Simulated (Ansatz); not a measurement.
System: hcp Re. Method: LDA (plane waves, PAW; Ansatz, a program for electronic structure).

Settings: plane-wave cutoff 520 eV, 24×24×12 k mesh (along the axes of the cell as run), Fermi–Dirac smearing 0.05 eV, no spin polarisation, scalar-relativistic PAW data made under PBE.

Shape and atoms are relaxed at each volume.

Pressure at four volumes; x = ln(V/14.331 Å³). One pressure is withheld.

```json
[
 {"V (Å³/atom)": "13.757", "x": "-0.0409", "P (GPa)": "?"},
 {"V (Å³/atom)": "14.044", "x": "-0.0202", "P (GPa)": "8.55"},
 {"V (Å³/atom)": "14.331", "x": "0.0000", "P (GPa)": "0.00"},
 {"V (Å³/atom)": "14.904", "x": "0.0392", "P (GPa)": "-14.56"}
]
```

Task: Pass a parabola P(x) through the three rows shown, estimate the bulk modulus and its pressure derivative near zero pressure, and predict the withheld pressure.

Result: Slopes between the rows: (0.00 − (8.55))/(0.0000 − (-0.0202)) = -423.27 and (-14.56 − (0.00))/(0.0392 − (0.0000)) = -371.43 GPa. Their difference over the span 0.0594 is c = 51.84/0.0594 = 872.7 GPa, so P(x) = 8.55 + (-423.27)(x − (-0.0202)) + 872.7 (x − (-0.0202))(x − (0.0000)). At the middle row B = −dP/dx = −[-423.27 + 872.7 × 0.0202] = 405.6 GPa, and B′ = dB/dP = 2c/B = 4.3. At x = -0.0409 the parabola gives 18.05 GPa; the run gives 18.08 GPa. The Birch–Murnaghan fit to the energies at all volumes has B0 = 405 GPa and B′ = 4.4.

Measured, for comparison: bulk modulus 369 GPa (zero-point energy and finite temperature contributions removed, sources range from 369 to 381; as tabulated in doi:10.1021/acs.jctc.3c00612). Computed less measured: bulk modulus +10 % (+6 % to +10 % over the range).

Spin–orbit coupling is not included.
